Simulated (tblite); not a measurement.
Compound: C₄H₇ClO.
Cartesian coordinates in Å at the GFN2-xTB level; atoms count from 1:
```xyz
13
C4H7ClO angstrom
C      2.2459    0.3750   -0.2909
O      0.9693    0.0465    0.2040
C     -0.0747    0.3766   -0.5946
C     -1.3416    0.1280   -0.2736
C     -1.7523   -0.5768    0.9653
Cl    -2.3986   -2.2106    0.5594
H      2.9608    0.0451    0.4605
H      2.4512   -0.1390   -1.2353
H      2.3501    1.4548   -0.4410
H      0.1732    0.8851   -1.5203
H     -2.1209    0.4117   -0.9613
H     -2.5621   -0.0617    1.4813
H     -0.9047   -0.7342    1.6289
```

Level: GFN2-xTB in tblite, geometry and Hessian alike; calculated harmonic values, unscaled, isolated species. Against measured fundamentals such values can be off by several per cent, at times by over 20. One conformer, not necessarily the lowest.

Harmonic wavenumbers (cm⁻¹): 39.4, 51.1, 150.5, 177.0, 228.5, 360.0, 466.3, 610.8, 690.9, 794.8, 877.1, 924.7, 961.8, 1069.8, 1125.0, 1126.8, 1133.0, 1183.8, 1213.6, 1275.2, 1343.0, 1407.5, 1423.1, 1468.9, 1475.5, 1702.4, 2933.2, 2949.3, 2977.4, 3014.0, 3023.7, 3035.5, 3115.4.

A = 7945, B = 1158, C = 1091 MHz; mass 106.019 u (most abundant isotopes); point group C1, symmetry number 1.

Problem. Zero-point energy?

Solution. Half the sum of the wavenumbers: 22164 cm⁻¹ = 63.37 kcal/mol.

Problem. What is S at 350 K and 1 bar for an ideal gas of classical rigid rotors and harmonic oscillators?

Solution. Translation 40.71, rotation 28.34, vibration 23.86: S = 92.9 cal/(mol K).

Problem. And Cp and H(350 K) − H(0)?

Solution. Cp = 29.73 cal/(mol K), of which vibrations give 21.78 (their classical limit is 33 R = 65.6); H(350 K) − H(0) = 6.79 kcal/mol without the zero-point energy, 4.01 from vibrations.

Problem. How do the functions run with temperature in this model?

Solution. 
| T (K) | S (cal/(mol K)) | Cp (cal/(mol K)) | H − H(0) (kcal/mol) | G − H(0) (kcal/mol) | ln q(vib) |
| --- | --- | --- | --- | --- | --- |
| 150 | 73.5 | 18.2 | 2.06 | -8.97 | 2.74 |
| 250 | 84.0 | 23.5 | 4.13 | -16.87 | 4.56 |
| 298.15 | 88.4 | 26.5 | 5.34 | -21.03 | 5.38 |
| 400 | 97.1 | 32.8 | 8.36 | -30.48 | 7.06 |
| 600 | 112.4 | 43.0 | 15.99 | -51.46 | 10.26 |
| 900 | 131.9 | 52.9 | 30.50 | -88.21 | 14.79 |

q(vib) and H(0) count from the zero-point level.

Problem. What must be added to the electronic energy to get the Gibbs energy at 350 K and 1 bar?

Solution. ZPE + [H(350 K) − H(0)] − T·S = 63.37 + 6.79 − 32.52 = 37.64 kcal/mol.

Hindered rotation and anharmonicity are outside this model. Other conformers, if any are populated, would add a mixing term that is left out. The structure is chiral; the term R ln 2 for an equal mix with its mirror image is left out.

On an Arm Neoverse N1 with one thread, shared host with 64 logical CPUs at a one-minute load of 57, this took 0.49 s of wall time. The figure is for the frequency step alone.
